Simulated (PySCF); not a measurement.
Predicted microwave data (PySCF, PBE0-D3(BJ)/def2-SVP geometry optimisation, gas phase) for one isomer of C8H10:

```
Rotational constants : A = 3182, B = 1084, C = 991.2 MHz
Dipole components    : |μa| = 1.16 D, |μb| = 0.37 D, |μc| = 0.00 D
Inertial defect      : -115.19 u·Å²
κ                    : -0.92
```

Question: Which structure is it? (One computed conformer of each.)
A. `C12(CC2)C=CC=C1C` (4-methylspiro(2.4)hepta-4,6-diene)
B. m-xylene (`Cc1cccc(C)c1`)
C. `[CH2:1]=[CH:2]/[CH:3]=[CH:4]/[CH:5]=[CH:6]/[CH:7]=[CH2:8]` with C1–C2–C3–C4 180°, C3–C4–C5–C6 180°, C5–C6–C7–C8 180° (octatetraene)
D. `C#CC(C)=C=C(C)C`

Answer: D. It is C#CC(C)=C=C(C)C, a near-prolate asymmetric top, point group Cs. The candidates at the same level (rigid rotor, commonest isotopes):

```tsv
SMILES	A (MHz)	B (MHz)	C (MHz)	μa (D)	μb (D)	μc (D)	Δ (u·Å²)	point group	rotor
C=C/C=C/C=C/C=C	19526	569.8	553.7	0.00	0.00	0.00	0.00	C2h	near-prolate asymmetric top
Cc1cccc(C)c1	3577	1764	1199	0.00	0.39	0.00	-6.35	C2	asymmetric top
CC1=CC=CC12CC2	2910	2432	1490	1.16	0.28	0.00	-42.34	Cs	asymmetric top
C#CC(C)=C=C(C)C	3182	1084	991.2	1.16	0.37	0.00	-115.19	Cs	near-prolate asymmetric top
```

`CC1=CC=CC12CC2` has B 124 % too high; `C=C/C=C/C=C/C=C` has A 514 % too high; `Cc1cccc(C)c1` has B 63 % too high. In the right answer the mirror of this Cs structure is the ab plane, so μc vanishes by symmetry. No structure here is proved a minimum.
